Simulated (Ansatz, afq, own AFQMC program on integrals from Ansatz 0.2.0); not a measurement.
CH$_{2}$O, singlet: AFQMC among the cluster methods

```xyz
4

O     0.0000    0.0000    0.5979
C     0.0000    0.0000   -0.5975
H     0.0000   -0.9400   -1.1855
H     0.0000    0.9400   -1.1855
```

Connectivity, by distances: O–CH2.

Basis cc-pVDZ. Only valence electrons are correlated. Ansatz 0.2.0 and our own AFQMC program on the same integrals; the CISD trial comes from CCSD amplitudes, and released means the phaseless constraint is let go. Free projection: walkers drawn from exp(T), propagated without any constraint. Its projection time is finite, and what remains of the start isn't in its error. Error bars are statistical, one sigma.

Determinant: RHF, the one that the program's search chose, which needn't be the lowest solution. The geometry is a PBE0/def2-TZVP stationary point of this or a neighbouring charge and spin state.

No full CI on the walks' own integrals is used here; CCSDTQ serves as the reference and is uncertain by about the last step of the cluster series.

Cautions: the released energies are still falling, so no released level is given (meV from the phaseless value at times in 1/Eh: -3 ± 5 at 0.24, -3 ± 5 at 0.51, -3 ± 4 at 0.99, -14 ± 4 at 1.62, -17 ± 7 at 2.40).

```
T1 diagnostic                               : 0.0159
weight of the determinant in the CISD state : 0.892
size of the correlated space                : 12 electrons in 36 orbitals
```

Reference: CCSDTQ, correlation energy -9.325 eV.

```json
{"level": "HF", "E − E(reference) (meV)": "9325.3", "share of correlation (%)": "0.00"}
{"level": "MP2", "E − E(reference) (meV)": "736.9", "share of correlation (%)": "92.10"}
{"level": "CCSD", "E − E(reference) (meV)": "302.3", "share of correlation (%)": "96.76"}
{"level": "CCSD(T)", "E − E(reference) (meV)": "36.7", "share of correlation (%)": "99.61"}
{"level": "CCSDT", "E − E(reference) (meV)": "24.0", "share of correlation (%)": "99.74"}
{"level": "CCSDT(Q)", "E − E(reference) (meV)": "-3.5", "share of correlation (%)": "100.04"}
{"level": "ph-AFQMC/HF", "E − E(reference) (meV)": "-61.7 ± 27.8", "share of correlation (%)": "100.66"}
{"level": "ph-AFQMC/CISD", "E − E(reference) (meV)": "-2.2 ± 5.2", "share of correlation (%)": "100.02"}
{"level": "free AFQMC", "E − E(reference) (meV)": "-3.9 ± 5.4", "share of correlation (%)": "100.04"}
```

CCSDT and higher add their correlation energy to the determinant of the CCSD(T) run, since their own runs factorise the integrals more tightly (a shift of under 2 meV). Free projections are given only where their last times agree within the noise and don't stop above the reference; a slow remainder of the start can still hide under it. A walk keeps the symmetry of its determinant, which the program's search chose and which needn't be the lowest solution, so a lower state of the same spin and another symmetry isn't excluded.
